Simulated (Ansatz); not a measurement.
System: C$_{4}$H$_{3}$S, net charge -1, singlet state. It need not be the lowest isomer of its formula. Whether it binds its extra electron was not tested at this geometry. 
Coordinates optimised at B3LYP-D3(BJ)/def2-TZVP (Ansatz, a quantum-chemistry and plane-wave program):
```
C
C 1 1.3733
H 2 1.0825 1 128.38
H 1 1.0893 2 119.77 3 0.00
C 1 1.4454 4 122.97 2 -180.00
C 5 1.3584 1 107.23 4 180.00
H 6 1.0835 5 130.46 1 -180.00
S 2 1.7222 3 120.14 1 -180.00
```
Charge -1, spin multiplicity 1.

Basis-set convergence of Hartree-Fock and MP2 correlation energies (hartree) with Ansatz. Valence correlation only, unless marked. Spin-orbit coupling is left out. Non-relativistic. This anion needs diffuse functions, which these sets lack.

The Hartree-Fock reference is unstable (checked in the largest basis), which strains HF and MP2. 

| basis | functions | E(HF) | E(corr, MP2) |
|---|---|---|---|
| cc-pV(D+d)Z | 94 | -550.66524 | -0.66942 |
| cc-pV(T+d)Z | 201 | [?] | [?] |

Question: What belongs in the gaps?

Answer: 
- cc-pV(T+d)Z, E(HF): -550.72471
- cc-pV(T+d)Z, E(corr, MP2): -0.82541
